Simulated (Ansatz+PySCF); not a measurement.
The numbers below are computed, except where a source is named.
Several solutions for triplet NH2F in separate pieces

```xyz
4

N     0.0000    0.0000   -0.4711
H     0.0000    0.0000    3.2974
H    30.0000    0.0000   -2.9815
F    30.0000    0.0000    0.3313
```

Basis set: 6-31G (spherical functions). Charge 0, multiplicity 3.

ROHF was run from several starts with Ansatz (development build ahead of 0.2.0) and PySCF 2.14.0.

```tsv
run	program	start	converged	energy (hartree)	<S²>
A	Ansatz	search for the lowest state	yes	-154.36634	2.00
B	PySCF	guess minao, instabilities followed	yes	-154.36634	2.00
C	Ansatz	stability test followed	yes	-154.23538	2.00
D	PySCF	guess huckel, instabilities followed	yes	-154.30891	2.00
E	PySCF	guess atom, instabilities followed	yes	-154.34506	2.00
F	PySCF	guess 1e, instabilities followed	yes	-154.36634	2.00
G	Ansatz	atomic start, no search	yes	-154.23538	2.00
H	PySCF	program defaults	no	–	–
```

Task: Which runs reached the lowest solution of this kind, and what is wrong with the others?

Result: A, B, F reached the lowest solution found. Converged but too high: C by 3.56 eV, D by 1.56 eV, E by 0.58 eV, G by 3.56 eV. Convergence only shows a stationary point, and even a stable one can lie too high; stability tests and further starts are what find lower ones. Not converged: H. Caution: this determinant is likely not that of the ground state. Caution: an unrestricted determinant lies well below (10.23 eV lower).
